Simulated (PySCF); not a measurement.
## Basis and Hamiltonian dependence of the ionisation energy of N

N [He] 2s2 2p3 (4S) → N⁺ [He] 2s2 2p2 (3P). Calculated with PySCF 2.14 from differences of total energies of unrestricted determinants, without spin-orbit coupling. Values in eV.

```tsv
basis	Hamiltonian	functions	UHF	PBE	PBE0	MP2 (valence)	CCSD(T) (valence)	CCSD(T) (valence and next inner shell)
6-31G*	non-relativistic	14	13.962	n/a	n/a	14.424	14.264	n/a
jorge-DZP-DKH	spin-free X2C	15	13.928	14.696	n/a	14.361	14.199	n/a
Sapporo-DZP-2012	spin-free X2C	18	13.869	n/a	n/a	14.408	14.247	n/a
aug-cc-pVDZ-DK	spin-free X2C	23	13.922	14.750	14.726	14.471	14.350	n/a
aug-cc-pwCVDZ	non-relativistic	27	13.921	14.741	14.718	14.478	14.354	14.366
ANO-RCC-VTZP	spin-free X2C	30	13.894	14.735	14.708	14.586	14.469	14.484
cc-pVTZ	non-relativistic	30	13.892	n/a	n/a	14.556	14.433	n/a
def2-TZVP	non-relativistic	31	13.898	14.716	14.695	14.564	14.442	n/a
x2c-TZVPPall with one added diffuse shell each of s, p, d type	spin-free X2C	40	13.891	14.723	14.695	14.566	14.451	14.464
x2c-QZVPPall	spin-free X2C	57	13.887	14.718	14.692	14.602	14.484	14.506
def2-QZVPPD	non-relativistic	63	13.895	14.726	14.699	14.611	14.493	14.515
dyall-acv3z	non-relativistic	76	13.896	14.733	14.704	14.586	14.472	14.489
cc-pV5Z	non-relativistic	91	13.894	14.727	14.700	14.626	n/a	n/a
aug-cc-pVQZ with one added diffuse shell each of s, p, d, f, g type	non-relativistic	105	13.894	14.731	14.702	14.619	n/a	n/a
```

Frozen in the all-electron rows: valence: 1s2; valence and next inner shell: nothing.

Reference for a calculation without spin-orbit coupling: 14.545 eV (measured, between term centres; NIST).
